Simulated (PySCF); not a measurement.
## Two-dimensional NMR puzzle

Compound of formula C₄H₄FN. Correlations simulated from computed shifts and couplings:

HSQC (one-bond C–H):
```tsv
δH	δC	$^{1}J$(C,H) (Hz)
6.33	144.5	174
5.72	133.3	173
5.68	133.3	166
5.26	87.5	163
```

COSY cross peaks (|J| ≥ 2 Hz):
```tsv
δH	δH	abs. J (Hz)	bonds
6.33	5.72	11.3	3
6.33	5.68	18.2	3
6.33	5.26	10.8	3
```

HMBC (two and three bonds, |J| ≥ 2.5 Hz):
```tsv
δH	δC [abs. J in Hz]
6.33	121.1 [2.7]
5.72	87.5 [16.9]
5.68	87.5 [9.7]
5.26	144.5 [3.7], 133.3 [5.8], 121.1 [6.3]
```

Carbons without hydrogens: δ 121.1.

- shielding tensors at PBE/pcSseg-2 (GIAO)
- J: B3LYP/pcJ-1 (spin–dipole term only in couplings to heteroatoms)
- PBE0-D3(BJ)/def2-SVP structure
- program: PySCF 2.14
- one conformer, gas phase, relativity neglected

δ = σ(ref) − σ, references computed at the same level: $^{1}$H (σref 31.18), $^{13}$C (σref 179.39) against TMS.

Exchangeable hydrogens are left out of these lists, and C,H couplings along chains are those of one rotamer, so weak HMBC peaks may be missing or extra.

Work out the connectivity.

Answers

`C=C[C@H](F)C#N`.

Mapped SMILES: `[CH2:1]=[CH:2][C@H:3]([F:4])[C:5]#[N:6]`; H(Xn) means a hydrogen on atom n. Ha(C1) is cis to C3; Hb(C1) is trans to C3.

- δC 144.5 is C2, an alkene CH (δH 6.33).
- δC 133.3 is C1, a terminal =CH2 carbon (δH 5.72, 5.68).
- δC 121.1 is C5, a nitrile carbon.
- δC 87.5 is C3, an allylic sp3 CH bonded to F (δH 5.26).
- HMBC from δH 6.33 reaches the proton-free carbon C5.
- HMBC from δH 5.26 reaches the proton-free carbon C5.
- COSY links 6.33–5.72, 6.33–5.68, 6.33–5.26.

The shifts were computed for this structure.

Common functionals overestimate the size of one-bond C–F couplings by tens of Hz; these are unscaled. Unscaled 3J(H,H) at this level run about 10 % above measured values. Shifts are as computed, not scaled to solution data. Of 1211 compounds with measured shifts, 218 miss one by over three times the rms of a fit or turn the order of signals round; such compounds aren't used in these exercises. Couplings across =CH–CH2 type bonds come from one rotamer and its mirror image, and can be 1–2 Hz further off. Vicinal couplings across rotatable single bonds and in flexible rings belong to the one computed conformer; a conformer average would change them.
